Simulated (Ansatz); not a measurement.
Energy needed to pull apart CH4O (SMILES CO), closed shell, into free ground-state atoms, from the structure below (displaced at random from its PBE0-D4/def2-TZVP minimum); no zero-point or spin–orbit terms; open-shell atoms are treated unrestricted, in their ground-state multiplicity.

```csv
atom,x (Å),y (Å),z (Å)
C1,-0.0277,-0.2500,-0.2684
O2,-0.2054,0.3026,1.0526
H3,-0.8091,-1.0261,-0.2896
H4,0.8700,-0.6590,-0.4433
H5,-0.3090,0.5549,-1.0755
H6,0.4649,1.0313,1.0872
```

Program: Ansatz 0.2.0. Basis: def2-TZVPP. Cores are frozen in the correlated methods.

```json
{"method": "PBE-D4", "atomization energy (eV)": "22.26"}
{"method": "r2SCAN-D4", "atomization energy (eV)": "?"}
{"method": "PBE0-D4", "atomization energy (eV)": "21.77"}
{"method": "wB97M-V", "atomization energy (eV)": "21.92"}
{"method": "HF", "atomization energy (eV)": "15.57"}
{"method": "MP2", "atomization energy (eV)": "21.62"}
{"method": "CCSD", "atomization energy (eV)": "?"}
{"method": "CCSD(T)", "atomization energy (eV)": "21.40"}
```

Problem. What does r2SCAN-D4 give? (An estimate is asked for; the value comes from the calculation.)

Solution. The calculation gives: 21.85 eV, which is about 0.45 eV more than CCSD(T)/def2-TZVPP.

Problem. What does CCSD give? (To be estimated.)

Solution. By the calculation: 21.12 eV, which is about 0.28 eV less than CCSD(T)/def2-TZVPP.

In triple zeta the MP2 and coupled-cluster atomization energies are still short of their basis limit by a few kcal/mol a bond, whereas those of the functionals are nearly converged, so these differences are not deviations from converged CCSD(T).

T1 diagnostic: at most 0.010.

For scale, one of the runs: CCSD(T)/def2-TZVPP forces, 118 basis functions (an equivalent command: `ansatz run in.yaml --threads 2`). Time: 20 s of wall clock on 2 CPU threads; the host was shared. Peak host memory: 0.82 GiB.
